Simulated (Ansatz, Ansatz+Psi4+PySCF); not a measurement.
```xyz
2

B     0.0000    0.0000    0.0000
N     0.0000    0.0000    1.2750
```

Basis set: cc-pVTZ (spherical functions). Left uncorrelated: 2 orbitals. Charge 0, multiplicity 1.

Computed with Ansatz (development build ahead of 0.2.0); each method stands on the lowest determinant of its kind that the runs found. Restricted open shells among the atoms or ions are ROHF, correlated in semicanonical orbitals with singles.

Problem. Give the atomization energy at this shape (free ground-state atoms in the same class of orbitals less the molecule, no zero-point energy) of singlet BN by RHF-MP2, RHF-CCSD(T), RHF-CCSD, RHF-CCSDT, RHF.

Solution.

```
     method  atomization energy
    RHF-MP2        384.1 kJ/mol
RHF-CCSD(T)        429.2 kJ/mol
   RHF-CCSD        336.6 kJ/mol
  RHF-CCSDT        399.4 kJ/mol
        RHF        -44.8 kJ/mol
```

Caution: the determinant breaks the point group; unrestricted orbitals would lower the determinant. Caution for RHF-MP2: another reference gives a lower total. Caution for RHF-MP2, RHF-CCSD(T), RHF-CCSD, RHF-CCSDT: large amplitudes, a single reference is doubtful.
